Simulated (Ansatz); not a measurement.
# C3H9S+: a ladder of functionals and wavefunction methods

One table from this session's results is given with a row withheld; the runs are named, their logs left out.

The runs use Ansatz 0.2.0, Gaussian basis; functionals in def2-TZVPP, the program's frozen cores in correlated methods.

Levels to be run: LDA (SPW92), PBE-D4, revPBE-D4, BLYP-D4, r2SCAN-D4, B97M-V, PBE0-D4, B3LYP-D4, r2SCANh-D4, r2SCAN0-D4, HSE06-D4, BHLYP-D4, CAM-B3LYP-D4, LC-ωPBE, ωB97X-V, ωB97M-V, B2PLYP, PBE-QIDH; CCSD(T)/def2-SVP; CCSD(T)/def2-TZVPP; CCSD(T)/def2-QZVPP; extrapolation to the limit; RPA on PBE.

### The relaxed structure

The geometry comes from an earlier relaxation with PBE0-D4 in a triple-zeta def2 set; it is a stationary point, not always the lowest conformer.

SMILES `C[S+](C)C`, 13 atoms, charge 1, spin multiplicity 1.

Atoms are counted from 1 here; the program's logs count them from 0.

Bond lengths: C1–S2 1.785 Å, C1–H5 1.090 Å, C1–H6 1.090 Å, C1–H7 1.090 Å, S2–C3 1.785 Å, S2–C4 1.785 Å, C3–H8 1.090 Å, C3–H9 1.090 Å, C3–H10 1.090 Å, C4–H11 1.090 Å, C4–H12 1.090 Å, C4–H13 1.090 Å. Angles: S2–C1–H5 107.4°, S2–C1–H6 110.6°, S2–C1–H7 107.4°, H5–C1–H6 111.1°, H5–C1–H7 109.2°, H6–C1–H7 111.1°, C1–S2–C3 102.7°, C1–S2–C4 102.7°, C3–S2–C4 102.7°, S2–C3–H8 110.6°, S2–C3–H9 107.4°, S2–C3–H10 107.4°, H8–C3–H9 111.1°, H8–C3–H10 111.1°, H9–C3–H10 109.2°, S2–C4–H11 107.4°, S2–C4–H12 110.6°, S2–C4–H13 107.4° and more.

The first run:

in.yaml reads:

```yaml
crystal:
  periodic: [false, false, false]
  atoms:
    - {symbol: C, position_ang: [-0.463106, 1.361116, -0.724811]}
    - {symbol: S, position_ang: [0.438611, -0.177669, -0.648021]}
    - {symbol: C, position_ang: [1.347737, -0.023796, 0.880587]}
    - {symbol: C, position_ang: [-0.834097, -1.357783, -0.230438]}
    - {symbol: H, position_ang: [0.265201, 2.157341, -0.880850]}
    - {symbol: H, position_ang: [-1.028082, 1.521439, 0.193215]}
    - {symbol: H, position_ang: [-1.126201, 1.306671, -1.588579]}
    - {symbol: H, position_ang: [0.676113, 0.217017, 1.704364]}
    - {symbol: H, position_ang: [1.855702, -0.972866, 1.053764]}
    - {symbol: H, position_ang: [2.091364, 0.760899, 0.739072]}
    - {symbol: H, position_ang: [-0.345472, -2.318532, -0.066237]}
    - {symbol: H, position_ang: [-1.377830, -1.037954, 0.658236]}
    - {symbol: H, position_ang: [-1.499921, -1.435872, -1.090283]}
basis:
  gaussian: {orbitals: def2-TZVPP}
total_charge: 1
hamiltonian: {xc: lda}
output: {orbitals: {seedname: orbitals}}
```

Launch:

```bash
$ ansatz run in.yaml --threads 2 --pin off --events-out ev --progress --plain --max-ram 32768MiB --backend cpu
```

Among the steps run: LDA; PBE-D4 (GGA); revPBE-D4 (GGA); BLYP-D4 (GGA); r2SCAN-D4 (meta-GGA); B97M-V (meta-GGA); PBE0-D4 (hybrid); B3LYP-D4 (hybrid); r2SCANh-D4 (hybrid); r2SCAN0-D4 (hybrid); HSE06-D4 (hybrid); BHLYP-D4 (hybrid); CAM-B3LYP-D4 (range-separated); LC-ωPBE (range-separated); ωB97X-V (range-separated); ωB97M-V (range-separated); B2PLYP (double hybrid); PBE-QIDH (double hybrid).

One of the session's tables, all rows but one given; the rest of the session is left out.

It belongs to the step «Frontier levels by functional». Levels are read from the orbital files that the runs wrote:

| functional | HOMO (eV) | LUMO (eV) | gap (eV) |
| --- | --- | --- | --- |
| LDA (SPW92) | -12.98 | -5.85 | 7.13 |
| PBE-D4 | ? | ? | ? |
| revPBE-D4 | -12.91 | -5.61 | 7.30 |
| BLYP-D4 | -12.83 | -5.56 | 7.26 |
| r2SCAN-D4 | -13.18 | -5.36 | 7.82 |
| B97M-V | -13.33 | -5.36 | 7.97 |
| PBE0-D4 | -14.22 | -4.59 | 9.63 |
| B3LYP-D4 | -14.02 | -4.86 | 9.16 |
| r2SCANh-D4 | -13.66 | -4.97 | 8.69 |
| r2SCAN0-D4 | -14.38 | -4.39 | 9.99 |
| HSE06-D4 | -13.82 | -4.97 | 8.85 |
| BHLYP-D4 | -15.43 | -3.45 | 11.97 |
| CAM-B3LYP-D4 | -15.60 | -3.44 | 12.17 |
| LC-ωPBE | -16.98 | -2.19 | 14.80 |
| ωB97X-V | -16.62 | -2.32 | 14.30 |
| ωB97M-V | -16.46 | -2.52 | 13.93 |

Estimate the missing values for PBE-D4.

The run gave: HOMO (eV): -12.93; LUMO (eV): -5.68; gap (eV): 7.25. In the column «HOMO (eV)» it lies between LDA (SPW92) (-12.98) and revPBE-D4 (-12.91).
